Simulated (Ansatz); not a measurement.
# SiN+ (triplet): from Hartree-Fock to the top rungs at distance Si1–N2 = 1.636 Å, cc-pVDZ

How much of the correlation energy of SiN+ (triplet) does each wave-function method recover here?

The runs use Ansatz 0.2.0, Gaussian basis; cc-pVDZ, core rule «outside noble gas», up to 6 orbitals frozen.

Plan: UHF; CCSD(T) on ROHF; CCSD(T) on UHF; BCCD(T) on ROHF; CISD as a restricted active space (open shells left free, so some higher excitations enter); CCSDT(Q) on ROHF; CCSDT(Q) on UHF; CCSDTQ on ROHF; CCSDTQ on UHF; CASSCF and MRCISD+Q, 4 electrons in 4 orbitals; CASSCF and NEVPT2, 4 electrons in 4 orbitals; CASSCF and MRCISD+Q, 8 electrons in 8 orbitals; CASSCF and NEVPT2, 8 electrons in 8 orbitals; Full CI.

1 further run of the same task is left out (for a known fault of the program). Runs told in other sessions of the task aren't counted.

**1. What is computed**

The geometry derives from a PBE0/def2-TZVP stationary point (not a proven minimum). One bond is set to the value named and the two fragments are kept rigid.

2 atoms, charge 1, spin multiplicity 3.

Atoms are counted from 1 here; the program's logs count them from 0.

Bond lengths: Si1–N2 1.636 Å.

**2. UHF**

in.yaml

```yaml
crystal:
  periodic: [false, false, false]
  atoms:
    - {symbol: Si, position_ang: [0.000000, 0.000000, 0.000000]}
    - {symbol: N, position_ang: [0.000000, 0.000000, 1.636000]}
basis:
  gaussian: {orbitals: cc-pVDZ}
total_charge: 1
magnetization: {spin_polarized: true, initial_magnetization: 2}
hamiltonian: {xc: hf}
output: {orbitals: {seedname: orbitals}}
```

Launch:

```sh
$ ansatz run in.yaml --threads 1 --pin off --events-out ev --progress --plain --max-ram 4096MiB --backend cpu
```

After this run come: CCSD(T) on ROHF; CCSD(T) on UHF; BCCD(T) on ROHF; CISD as a restricted active space (open shells left free, so some higher excitations enter); CCSDT(Q) on ROHF; CCSDT(Q) on UHF; CCSDTQ on ROHF; CCSDTQ on UHF; CASSCF and MRCISD+Q, 4 electrons in 4 orbitals; CASSCF and NEVPT2, 4 electrons in 4 orbitals; CASSCF and MRCISD+Q, 8 electrons in 8 orbitals; CASSCF and NEVPT2, 8 electrons in 8 orbitals; Full CI.

**Question.** What will the summary of the whole plan be? Wanted: FCI from the RHF energy; RMP2 from FCI; UMP2 from FCI; RCCSD from FCI; RCCSD(T) from FCI; UCCSD(T) from FCI; RCCSDT(Q) from FCI; UCCSDT(Q) from FCI; NEVPT2 pair from FCI.

The runs gave:

```
                         quantity                                                                     value
          FCI from the ROHF energy                                                                -5.3738 eV
                    RMP2 from FCI                                                               +1318.9 meV
                    UMP2 from FCI                                                               +1316.8 meV
                   RCCSD from FCI                                                                +303.9 meV
                RCCSD(T) from FCI                                                                 +75.4 meV
                UCCSD(T) from FCI                                                                 +84.4 meV
               RCCSDT(Q) from FCI                                                                  -0.9 meV
               UCCSDT(Q) from FCI                                                                  -3.2 meV
             NEVPT2 pair from FCI                                                               +1304.1 meV
          NEVPT2 valence from FCI                                                                +706.0 meV
        MRCISD+Q valence from FCI                                                                 +19.9 meV
levels within 1 kcal/mol (43 meV)  RCCSDT, UCCSDT, RCCSDT(Q), UCCSDT(Q), RCCSDTQ, UCCSDTQ, MRCISD+Q valence
                    T1 diagnostic                                                                     0.068
   effectively unpaired electrons                                                                      2.15
```

**Reading.** RCCSD(T) misses by +75.4 meV, 1.4 % of the correlation energy. UCCSDT(Q) falls below full CI: unrestricted runs freeze a spin-polarised core, another one than full CI's, and coupled cluster isn't variational. The occupations are near whole numbers, but T1 = 0.068 shows that the orbitals relax strongly. Of the multireference levels listed MRCISD+Q valence comes nearest in total energy (+19.9 meV), which doesn't show that its space is the better one. Coupled cluster took another determinant than the lowest Hartree-Fock one. These misses are within one basis, not against nature; the frozen cores of restricted and unrestricted runs differ, which can shift their rows.

Levels on UHF freeze UHF's core orbitals, full CI those of ROHF, so the U rows can settle a little off it for that reason alone.

With open shells the CI space here admits some higher excitations, so it is larger than plain CISD.
